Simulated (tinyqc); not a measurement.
Inside a calculation. Method: RHF in the sto-6g basis, for H2O, spin multiplicity 1. One step of it, computed by the program tinyqc.

Problem. Orthogonalisation. S = U s U^T; symmetric (Loewdin) form X = U s^(-1/2) U^T, so that X^T S X = 1.

overlap S:
```
           1O 1s     1O 2s    1O 2px     1O 2py    1O 2pz     2H 1s      3H 1s
1O 1s   1.000000  0.231145  0.000000   0.000000  0.000000  0.048632   0.049603
1O 2s   0.231145  1.000000  0.000000   0.000000  0.000000  0.440245   0.445657
1O 2px  0.000000  0.000000  1.000000   0.000000  0.000000  0.000000   0.000000
1O 2py  0.000000  0.000000  0.000000   1.000000  0.000000  0.297717  -0.300187
1O 2pz  0.000000  0.000000  0.000000   0.000000  1.000000  0.223563   0.225514
2H 1s   0.048632  0.440245  0.000000   0.297717  0.223563  1.000000   0.217195
3H 1s   0.049603  0.445657  0.000000  -0.300187  0.225514  0.217195   1.000000
```

Give: eigenvalues of S; X.

Solution.

eigenvalues of S: 0.3765  0.4550  0.8891  1.0000  1.0906  1.3279  1.8609

X:
```
          1O 1s    1O 2s  1O 2px   1O 2py   1O 2pz    2H 1s    3H 1s
1O 1s    1.0227  -0.1364  0.0000   0.0001  -0.0083   0.0191   0.0193
1O 2s   -0.1364   1.2101  0.0000  -0.0019   0.0941  -0.2653  -0.2711
1O 2px   0.0000   0.0000  1.0000   0.0000   0.0000   0.0000   0.0000
1O 2py   0.0001  -0.0019  0.0000   1.0988  -0.0008  -0.2092   0.2119
1O 2pz  -0.0083   0.0941  0.0000  -0.0008   1.0468  -0.1326  -0.1350
2H 1s    0.0191  -0.2653  0.0000  -0.2092  -0.1326   1.1740  -0.0753
3H 1s    0.0193  -0.2711  0.0000   0.2119  -0.1350  -0.0753   1.1789
```
